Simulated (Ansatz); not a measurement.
# Energy profile

The step: SiH₃Cl ([SiH3][Cl]) + SiH₃ → SiH₃Cl ([SiH3][Cl]) + SiH₃; bonds formed: Cl1–Si3; bonds broken: Cl1–Si2 (atoms numbered as in the saddle structure below).

```xyz
9
angstrom
Cl 0.0024 0.0030 0.0017
Si -1.5038 1.6213 -0.8559
Si 1.5045 -1.6209 0.8563
H -1.7598 1.2916 -2.2791
H -2.7517 1.5463 -0.0580
H -0.8642 2.9528 -0.7230
H 2.7808 -1.4949 0.1116
H 1.6991 -1.3435 2.3001
H 0.8930 -2.9558 0.6464
```

Electronic energies by CCSD(T) at an estimated basis limit (MP2 extrapolated from triple and quadruple zeta, plus CCSD(T) − MP2 in triple zeta), on PBE0-D4/def2-TZVP structures; Si₂H₆Cl, doublet; no counterpoise correction; spin–orbit coupling, which lowers free halogen atoms and radicals such as OH and SH, is left out. Program: Ansatz 0.2.0. Basis: def2-TZVPP and def2-QZVPP. Cores are frozen in the correlated methods; orbitals are unrestricted. Extrapolation: Hartree–Fock as exp(−7.88 √X), correlation as X^−2.97.

(1) Give the profile in kcal/mol, counted from the separated reactants. (To be estimated.)

The T1 diagnostic stays at or below 0.016. ⟨S²⟩ of the unrestricted Hartree–Fock references: 0.76 to 0.80 (a pure state has 0.75). The start structure is not quite a true minimum (one mode of 49i cm⁻¹). The end structure is not quite a true minimum (one mode of 49i cm⁻¹).

Answers

(1) The calculation gives:
```
                                                                                                    point  kcal/mol
separated: SiH₃Cl (linked as [SiH3][Cl]; Cl1, Si2, H4, H5, H6; singlet) + SiH₃ (Si3, H7, H8, H9; doublet)      0.00
                                                                                          start structure     -0.37
                                                                                                   saddle     18.82
                                                                                            end structure     -0.37
separated: SiH₃Cl (linked as [SiH3][Cl]; Cl1, Si3, H7, H8, H9; singlet) + SiH₃ (Si2, H4, H5, H6; doublet)      0.00
```

Radical steps of this kind take place in plasma deposition and etching.

For scale, one of the runs: CCSD(T)/def2-TZVPP, 210 basis functions (an equivalent command: `ansatz run in.yaml --threads 4`). Hardware: 4 CPU threads, shared host. Wall time 36 s; peak host memory 7 GiB.
